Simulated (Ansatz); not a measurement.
Predict the output of the script below (the Ansatz DFT code, driven from Python).

`ch5fsi_composite.py`
```python
import ansatz as az
import numpy as np

BASIS_SET = 'def2-SVP'
FUNCTIONAL = 'pbe0'
VDW = 'd4'

GEOMETRY = '''
F    -0.68110   -0.53840   -1.67780
C    -0.51550    0.41930   -0.70420
Si    0.41830   -0.34670    0.64910
H    -1.41490    0.78750   -0.36780
H     0.02180    1.25900   -1.16920
H     0.69270    0.66130    1.74240
H     1.80880   -0.82320    0.20400
H    -0.23780   -1.47590    1.26760
'''

ch5fsi = az.Crystal.molecule()
for line in GEOMETRY.strip().splitlines():
    symbol, *xyz = line.split()
    ch5fsi = ch5fsi.atom(symbol, [float(v) for v in xyz])

job = ch5fsi.calculation().basis(gaussian=BASIS_SET).functional(FUNCTIONAL, dispersion=VDW)
symbols = [site.symbol for site in ch5fsi.cartesian_sites]
start = np.array([site.position_ang for site in ch5fsi.cartesian_sites], dtype=float)
report = job.relax(force_tolerance=0.01).run(threads=1).report
end = np.array(report['positions_ang'])
print('final positions (A) and the move of each atom')
for symbol, xyz, old in zip(symbols, end, start):
    print(f'{symbol:2s} {xyz[0]:10.5f} {xyz[1]:10.5f} {xyz[2]:10.5f}   {np.linalg.norm(xyz - old):7.4f}')

minimum = az.Crystal.molecule()
for symbol, place in zip(symbols, end):
    minimum = minimum.atom(symbol, place.tolist())
at_minimum = minimum.calculation()
level = lambda method, basis: at_minimum.basis(gaussian=basis).correlation(method).run(threads=1).report
small, large, cluster = level('mp2', 'cc-pVDZ'), level('mp2', 'cc-pVTZ'), level('ccsd_t', 'cc-pVDZ')
corr = lambda each: (each['free_energy_ev'] - each['reference_energy_ev']) / 27.211386246
mp2_limit = (27 * corr(large) - 8 * corr(small)) / 19
pieces = {'HF / cc-pVTZ': large['reference_energy_ev'] / 27.211386246, 'MP2 correlation, DZ-TZ limit': mp2_limit, 'CCSD(T) - MP2 / cc-pVDZ': corr(cluster) - corr(small)}
for name, value in pieces.items():
    print(f'{name:32s} {value:14.6f} Ha')
print(f'{"sum":32s} {sum(pieces.values()):14.6f} Ha')
print('T1 diagnostic', round(cluster['correlation']['coupled_cluster']['t1_diagnostic'], 4))
```

`python ch5fsi_composite.py` gives:
```text
final positions (A) and the move of each atom
F    -0.70455   -0.53578   -1.71053    0.0403
C    -0.50067    0.41351   -0.73005    0.0304
Si    0.49023   -0.35175    0.70119    0.0890
H    -1.47895    0.78739   -0.37861    0.0650
H     0.03838    1.27438   -1.16525    0.0230
H     0.70354    0.68663    1.75614    0.0308
H     1.81006   -0.82928    0.19477    0.0111
H    -0.26574   -1.50220    1.27645    0.0394
HF / cc-pVTZ                        -429.195899 Ha
MP2 correlation, DZ-TZ limit          -0.606240 Ha
CCSD(T) - MP2 / cc-pVDZ               -0.051914 Ha
sum                                 -429.854053 Ha
T1 diagnostic 0.0107
```

Total energies depend on the basis set; only differences at equal settings carry meaning. The sum leaves out core correlation, relativity, the Hartree-Fock basis error and zero-point energy; a DZ-TZ extrapolation is rough. Inner cores stay frozen, so this is valence correlation. For Al to Cl the sets with a tight d function, cc-pV(X+d)Z, are usual. It ran for 15 s on 1 thread of Arm Neoverse V2 (shared host), peak memory 0.33 GiB.
